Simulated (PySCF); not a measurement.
# NaCl−: from the state search to spectroscopic constants

What are the lowest state that PBE0 finds, the bond length, vibrational wavenumber and bond energy of NaCl−, and how much do these hang on the method?

The runs use PySCF 2.14.0; Na def2-SVPD, Cl def2-SVPD, no relativity.

2 further runs of the same task are left out: 2 set aside as unsound or not needed.

**1. The job**

A driver script around PySCF takes these settings:

```
atoms                         : Na, Cl
charge                        : -1
basis                         : Na def2-SVPD, Cl def2-SVPD
Hamiltonian                   : no relativity
basis functions               : 45
electrons treated             : 29
masses in u                   : 22.9898, 34.9689
levels                        : PBE0, PBE, r²SCAN, PW91, LDA, B3LYP, LC-ωPBE, HF, MP2, SCS-MP2, CCSD, CCSD(T)
grid                          : 80 radial by 434 angular points
occupations                   : held fixed by the projection of orbital angular momentum
dissociation limit            : Na + Cl−, each in its ground configuration
starting distance in angstrom : 2.645
values of 2S to try           : 1, 3
```

Started as:

```sh
$ OMP_NUM_THREADS=1 python dia.py task.json out
```

Further steps of the session: PBE0 along the bond; PBE (GGA); r²SCAN; PW91; LDA (local density); B3LYP; LC-ωPBE; UHF (mean field); Adding correlation.

**Question.** What will these runs give? Wanted: for each run, Re; ωe; De; μ.

As calculated:

Lowest PBE0 solution found, without spin–orbit coupling: ²Σ⁺ (doublet), unpaired electrons σ ↑.

| level | Re (Å) | ωe (cm⁻¹) | De (eV) | μ (D) |
| --- | --- | --- | --- | --- |
| UHF | 2.551 | 263.0 | 1.27 | 3.74 |
| UHF-MP2 | 2.561 | 256.8 | 1.28 | n/a |
| UHF-SCS-MP2 | 2.562 | 256.5 | 1.28 | n/a |
| UHF-CCSD | 2.559 | 258.3 | 1.30 | n/a |
| UHF-CCSD(T) | 2.563 | 256.3 | 1.30 | n/a |
| LDA | 2.486 | 272.8 | 1.33 | 2.97 |
| PBE | 2.541 | 255.1 | 1.23 | 3.18 |
| PW91 | 2.539 | 255.2 | 1.25 | 3.17 |
| r²SCAN | 2.527 | 266.7 | 1.32 | 3.33 |
| B3LYP | 2.542 | 254.4 | 1.15 | 2.96 |
| PBE0 | 2.524 | 264.2 | 1.27 | 3.36 |
| LC-ωPBE | 2.517 | 269.0 | 1.32 | 3.68 |

De is counted to Na + Cl− in their ground configurations. A positive dipole points from Na to Cl; in an ion it is taken about the centre of mass and does not tell which atom is negative.

Differences from CCSD(T) in the same basis:

| level | Re (mÅ) | ωe (%) |
| --- | --- | --- |
| UHF | -12 | +2.6 |
| UHF-MP2 | -1 | +0.2 |
| UHF-SCS-MP2 | 0 | +0.1 |
| UHF-CCSD | -4 | +0.8 |
| LDA | -77 | +6.4 |
| PBE | -22 | -0.5 |
| PW91 | -24 | -0.4 |
| r²SCAN | -36 | +4.0 |
| B3LYP | -21 | -0.8 |
| PBE0 | -39 | +3.1 |
| LC-ωPBE | -46 | +4.9 |

**Reading.** Against CCSD(T) in the same basis, the bond length is nearest at UHF-SCS-MP2 (0 mÅ) and farthest at LDA (-77 mÅ); the wavenumber is nearest at UHF-SCS-MP2 (+0.1 %) and farthest at LDA (+6.4 %). Hartree–Fock falls on the short and stiff side, its usual fault. CCSD(T) in a basis this small is itself some way from its limit, more so than the functionals. Among the levels with a De in the table, it runs from 1.15 eV (B3LYP) to 1.33 eV (LDA).

Correlated steps freeze 6 core orbitals. With some functionals the highest level of the anion is positive, from self-interaction error or because the anion is truly unbound there; the finite basis then holds the extra electron, and no neutral molecule was run to test the binding.
